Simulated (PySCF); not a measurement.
# J couplings in C4H8N2

Cartesian coordinates in Å; atom numbers follow the order of the lines, from 1:
```xyz
14

C     2.678   -0.492    0.249
N     1.767    0.012    0.964
N     0.735    0.683    0.580
C    -0.465    0.329    0.400
C    -0.945   -1.095    0.424
C    -1.490    1.390    0.155
H     3.543   -0.887    0.754
H     2.648   -0.544   -0.838
H    -0.144   -1.764    0.733
H    -1.781   -1.198    1.113
H    -1.288   -1.390   -0.568
H    -2.062    1.161   -0.742
H    -1.012    2.358    0.040
H    -2.186    1.438    0.993
```

Couplings: B3LYP/pcJ-1 (spin–dipole term only in couplings to heteroatoms) in PySCF 2.14, geometry GFN2-xTB; gas phase, one conformer, non-relativistic. Couplings are averaged over pairs made equivalent by symmetry, fast rotation or ring inversion, so a value needn't be that of the named pair in this geometry, while other rotamers aren't included; one pair stands for each set, and the list holds a selection of those of at least 0.8 Hz over up to four bonds.

Isotopes: $^{13}$C, $^{1}$H, $^{15}$N.

| pair | bonds | J (Hz) |
| --- | --- | --- |
| C1, N2 | 1 | -11.9 |
| C1, H7 | 1 | ? |
| C1, H8 | 1 | 165.0 |
| N2, N3 | 1 | -16.5 |
| N3, C4 | 1 | -15.0 |
| C4, C5 | 1 | ? |
| C4, C6 | 1 | 56.1 |
| C5, H9 | 1 | 133.8 |
| C6, H12 | 1 | ? |
| N3, C5 | 2 | 2.9 |
| N3, C6 | 2 | -12.8 |
| C4, H9 | 2 | -5.6 |
| C4, H12 | 2 | -6.8 |
| C5, C6 | 2 | 8.7 |
| H7, H8 | 2 | ? |
| H9, H10 | 2 | -15.5 |
| H12, H13 | 2 | -15.3 |
| N2, C5 | 3 | ? |
| N3, H7 | 3 | -5.7 |
| N3, H9 | 3 | ? |
| C6, H9 | 3 | ? |
| C1, C5 | 4 | -1.3 |
| C1, C6 | 4 | -1.1 |
| N2, H10 | 4 | -1.1 |
| N2, H12 | 4 | -1.5 |
| C4, H8 | 4 | ? |

**Question.** Estimate the withheld couplings, with signs.

**Answer.** 
- $^{1}J$(C1,H7) = 195.9 Hz (bond length 1.077 Å, sp2 carbon)
- $^{1}J$(C4,C5) = 39.8 Hz (bond length 1.503 Å)
- $^{1}J$(C6,H12) = 133.0 Hz (mean over equivalent pairs that range from 130.0 to 137.2 Hz in this conformer)
- $^{2}J$(H7,H8) = 13.8 Hz (angle at C1 118°)
- $^{3}J$(N2,C5) = -2.2 Hz (dihedral angle 9°)
- $^{3}J$(N3,H9) = -2.1 Hz (mean over equivalent pairs that range from -2.8 to -1.2 Hz in this conformer)
- $^{3}J$(C6,H9) = 3.1 Hz (mean over equivalent pairs that range from 0.9 to 6.8 Hz in this conformer)
- $^{4}J$(C4,H8) = -1.6 Hz
